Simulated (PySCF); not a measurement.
```xyz
4

Si     0.0002    -0.0004     0.3326
H     -0.6313     1.2682    -0.1089
H      1.4137    -0.0872    -0.1117
H     -0.7826    -1.1805    -0.1121
```

Charge 0, multiplicity 2.

Question: Give the Mulliken and meta-Löwdin atomic charges from r2SCAN-D4/def2-TZVP (PySCF).

Answer: 
```json
[
 {"atom": "Si1", "Mulliken (e)": "0.05", "meta-Löwdin (e)": "0.19"},
 {"atom": "H2", "Mulliken (e)": "-0.02", "meta-Löwdin (e)": "-0.06"},
 {"atom": "H3", "Mulliken (e)": "-0.02", "meta-Löwdin (e)": "-0.06"},
 {"atom": "H4", "Mulliken (e)": "-0.02", "meta-Löwdin (e)": "-0.06"}
]
```
